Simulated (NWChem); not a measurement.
Total energies of B

```xyz
1

B      0.0000     0.0000     0.0000
```
Charge 0, spin multiplicity 2.

Everything below was run with NWChem.

Basis set: cc-pVDZ (14 functions).

| method | total energy (Ha) |
|---|---|
| UHF | -24.52996 |
| UMP2 | -24.56647 |
| UB2PLYP | -24.63064 |
| UPBE | -24.60721 |
| UB3LYP | -24.66087 |
| UBP86 | -24.64733 |

Total energies of different functionals aren't comparable as a measure of quality: only differences taken within one method are. 

The correlated methods keep 1 core orbital frozen. B3LYP has NWChem's definition, with VWN1-RPA local correlation. The stability of the SCF solutions was not checked. Open-shell Hartree-Fock references start from PBE0 orbitals.
